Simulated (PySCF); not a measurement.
Species: nitrosyl chloride, ClNO.
Structure used (PBE0-D3(BJ)/def2-SVP), in Å, numbered top down from 1:
```
atom  x, y, z in Å
O1    -1.1402   -0.3141   -0.0031
N2    -0.3434    0.4874   -0.0145
Cl3    1.4896   -0.2082   -0.0016
```

Jobs on this species (3 atoms, 32 electrons) with PySCF (density fitting). Hardware of each: one thread, Arm Neoverse V2 (aarch64), on a shared host. The host was shared with other jobs, so the times are rough. Peak memory is the resident size of the whole Python process, interpreter and libraries included.

Question: Rank these jobs by wall time, shortest first.
A. PBE0/6-31G*; 10 singlets by full TDDFT, 4 Tamm–Dancoff triplets, polarisability; 46 basis functions
B. B3LYP/def2-SVPD; 10 singlets by full TDDFT, 4 Tamm–Dancoff triplets, polarisability, ΔSCF ions; 70 basis functions
C. HF/def2-SVPD; 10 singlets by TDHF, 4 Tamm–Dancoff triplets, polarisability, ΔSCF ions; 70 basis functions

Answer: A (0.88 s), C (1.6 s), B (8.1 s).

All jobs:

| level and settings | work | basis functions | SCF cycles | wall time | peak memory |
| --- | --- | --- | --- | --- | --- |
| B3LYP/6-31G* | spin–spin couplings from 2 perturbed nuclei | 46 | 14 | 0.82 s | 0.35 GiB |
| PBE0/6-31G* | 10 singlets by full TDDFT, 4 Tamm–Dancoff triplets, polarisability | 46 | 14 | 0.88 s | 0.35 GiB |
| HF/def2-SVPD | 10 singlets by TDHF, 4 Tamm–Dancoff triplets, polarisability, ΔSCF ions | 70 | 12 | 1.6 s | 0.35 GiB |
| B3LYP/cc-pVTZ | spin–spin couplings from 2 perturbed nuclei | 94 | 14 | 1.7 s | 0.35 GiB |
| PBE0/def2-SVPD | 10 singlets by full TDDFT, 4 Tamm–Dancoff triplets, polarisability, ΔSCF ions | 70 | 14 | 6.7 s | 0.35 GiB |
| BHandHLYP/def2-SVPD | 10 singlets by full TDDFT, 4 Tamm–Dancoff triplets, polarisability, ΔSCF ions | 70 | 14 | 7.4 s | 0.35 GiB |
| PBE/def2-SVPD | 10 singlets by full TDDFT, 4 Tamm–Dancoff triplets, polarisability, ΔSCF ions | 70 | 15 | 7.8 s | 0.35 GiB |
| B3LYP/def2-SVPD | 10 singlets by full TDDFT, 4 Tamm–Dancoff triplets, polarisability, ΔSCF ions | 70 | 14 | 8.1 s | 0.35 GiB |
| wB97X-D/def2-SVPD | 10 singlets by full TDDFT, 4 Tamm–Dancoff triplets, polarisability, ΔSCF ions | 70 | 15 | 8.1 s | 0.35 GiB |

Question: What do all jobs in the table cost together?

Answer: About 43 s; the longest takes about 19 % of that, and about 9.9 times as long as the shortest.
